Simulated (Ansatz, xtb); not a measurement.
Ligand exchange: C4H10O + BH(CH3)(SH) → C4H10S + BH(CH3)(OH)

Species: C4H10O (2-methyl-1-propanol) `CC(C)CO`, singlet; BH(CH3)(SH), singlet; C4H10S (isobutyl mercaptan) `CC(C)CS`, singlet; BH(CH3)(OH), singlet. The partners trade OH for SH: C–OH and B–SH bonds give way to C–SH and B–OH.

Shapes, held fixed at every level: PBE0-D4/def2-TZVP. Flexible molecules stand in one conformer, not always the lowest. Programs: Ansatz 0.2.0, xtb 6.7.1, xtb 6.7.1 later snapshot. Electronic energies: no zero-point or thermal term.

(1) Estimate ΔE of this reaction.

## Answers

(1) The highest level, CCSD(T)/CBS estimate, gives ΔE = -82.8 kJ/mol; the levels span -85.9 to -59.5. The column of differences is taken from that level and isn't an error. No measured value is set beside it here. The CBS estimate extrapolates MP2 from def2-TZVPP and def2-QZVPP and adds CCSD(T) − MP2 in the triple-zeta set, cores frozen. Times are processor times on shared x86 and Arm servers, and rough.

```csv
level,kind,ΔE (kJ/mol),less CCSD(T)/CBS estimate,CPU time (sum over the molecules)
GFN2-xTB,semi-empirical,-59.5,+23.3,0.23 s
PBE-D4/def2-TZVPP,GGA,-73.6,+9.2,25 s
r2SCAN-D4/def2-TZVPP,meta-GGA,-75.6,+7.2,37 s
B3LYP-D4/def2-TZVPP,global hybrid,-80.4,+2.4,44 s
wB97M-V/def2-TZVPP,range-separated hybrid,-81.6,+1.2,86 s
wB97X-V/def2-TZVPP,range-separated hybrid,-78.3,+4.5,65 s
B2PLYP/def2-TZVPP,double hybrid,-81.0,+1.8,55 s
MP2/def2-TZVPP,perturbation theory,-85.9,-3.1,–
CCSD(T)/CBS estimate,coupled cluster or CI,-82.8,0.0,29 min
```
